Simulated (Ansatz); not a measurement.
Candidates: bcc Rb, fcc Au, fcc Al, diamond-structure Si, bcc Ba, α-phase Ga. Level: PBE (Ansatz, an electronic-structure program, plane waves, PAW).

Ansatz's runs of these crystals have no spin polarisation.

Spin–orbit coupling is left out, also for the solids with elements from indium on (fcc Au, bcc Ba); its size isn't shown.

Each level is taken at its own relaxed cell. Ansatz's density-functional and Hartree–Fock values are scalar-relativistic unless marked +SOC, with PAW data made under PBE.

Task: Which of them have a computed elastic constant C12 between 41 and 98 GPa?

Result: fcc Al, diamond-structure Si. The values: bcc Rb 2.63 GPa; fcc Au 131 GPa; fcc Al 64.6 GPa; diamond-structure Si 56.7 GPa; bcc Ba 7.26 GPa; α-phase Ga 26.3 GPa.
